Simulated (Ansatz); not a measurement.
For 1T (CdI2-type) TiTe₂, rVV10 (Ansatz, a first-principles code, PAW) gives:

| Item | Value |
|---|---|
| lattice parameter a | 3.827 Å |
| lattice parameter c | 6.615 Å |
| formation enthalpy | -0.648 eV/atom |

Task: What does r²SCAN-D4 (plane waves, PAW; Ansatz) give for the same quantities?

Result: 
- lattice constant a: 3.792 Å (falls by 0.9 %)
- lattice parameter c: 6.654 Å (goes up by 0.6 %)
- formation enthalpy: -0.841 eV/atom (moves by -0.193 eV/atom)

Changes are worked out from the printed values.

Unless a cell is named, each level is at its own relaxed cell (rVV10 27.97, r²SCAN-D4 27.61 Å³/atom).

Levels without +SOC leave out spin–orbit coupling, which shifts energies and cells of such heavy elements.

Ansatz's density-functional and Hartree–Fock values are scalar-relativistic unless marked +SOC, with PAW data made under PBE.
